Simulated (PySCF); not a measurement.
An excited-state job on `[BH+]F` (fluoroborane Ion).

Computed with TDDFT PBE0/def2-SVPD, vertical, gas phase, core orbitals frozen in the response (PySCF 2.14.0, density-fitted response routines). Geometry: GFN2-xTB. A driver script takes a list of jobs; this job's settings line and coordinates (Å) are shown.

Input:
```
{"job": {"kind": "uv", "xc": "PBE0", "basis": "def2-SVPD", "nstates": 8, "ntriplets": 3}, "charge": 1, "multiplicity": 1}
B     -0.004196    -0.000914    -0.004141
F      1.193387     0.007672    -0.010666
H     -1.177710    -0.009295     0.002254
```

Problem. Give the output.

Solution. 
```
coarse grid: 2792 points
cycle   1  E = -124.6712558634  dE =  5.095e-01  |g| = 3.734e-01  |ddm| = 2.085e+00
cycle   2  E = -124.6496902036  dE =  2.157e-02  |g| = 5.790e-01  |ddm| = 1.028e+00
cycle   3  E = -124.7071359214  dE = -5.745e-02  |g| = 6.757e-02  |ddm| = 4.594e-01
cycle   4  E = -124.7078516108  dE = -7.157e-04  |g| = 4.900e-03  |ddm| = 1.113e-01
cycle   5  E = -124.7078557989  dE = -4.188e-06  |g| = 6.510e-04  |ddm| = 6.934e-03
final grid: 28184 points
cycle   6  E = -124.7267005050  dE = -2.635e-05  |g| = 2.105e-03  |ddm| = 2.589e-02
cycle   7  E = -124.7266999297  dE =  5.753e-07  |g| = 3.210e-03  |ddm| = 4.629e-03
cycle   8  E = -124.7267015809  dE = -1.651e-06  |g| = 1.368e-04  |ddm| = 2.078e-03
cycle   9  E = -124.7267015859  dE = -5.034e-09  |g| = 4.319e-05  |ddm| = 3.306e-04
cycle  10  E = -124.7267015863  dE = -3.776e-10  |g| = 5.433e-06  |ddm| = 8.296e-05
converged SCF energy = -124.7267015863

Static polarisability (au): isotropic 9.712, principal 8.527 8.527 12.082

Singlet excitations
state   eV       nm        f      main configurations
  1  11.2057    110.6   0.14301   H->L+1 0.97
  2  11.2057    110.6   0.14301   H->L 0.97
  3  11.7359    105.6   0.00000   H-1->L 0.49, H-2->L+1 0.49
  4  11.8939    104.2   0.00000   H-2->L+1 0.32, H-1->L 0.32, H-1->L+1 0.17
  5  11.8939    104.2   0.00000   H-2->L 0.32, H-1->L+1 0.32, H-2->L+1 0.17
  6  14.3380     86.5   0.01246   H->L+2 0.32, H-2->L 0.31, H-1->L+1 0.31
  7  14.5088     85.5   0.04495   H-3->L 0.94
  8  14.5088     85.5   0.04495   H-3->L+1 0.94

Triplet excitations (Tamm-Dancoff, eV): 8.8354 8.8354 10.5876
```

The SCF starts on a coarse grid where the log names one; the energy can jump when the final grid takes over, and dE then counts from the start density on the new grid. H and L stand for HOMO and LUMO; the number after each pair is its weight.

Problem. Give the mean polarisability as a volume in Å³, and the ratio of the largest to the smallest principal value.

Solution. 9.712 au × 0.148185 = 1.44 Å³; 12.082/8.527 = 1.42.

Summary of the converged run: HOMO -22.25 eV, LUMO -9.48 eV; lowest singlet 11.21 eV; lowest triplet 8.84 eV (Tamm–Dancoff); mean polarisability 9.7 au.

Problem. How long does this job take on Arm Neoverse V1, one thread, on a shared host?

Solution. About 1.1 s.
Labels such as C1 count atoms from 1, the log's own numbers from 0.
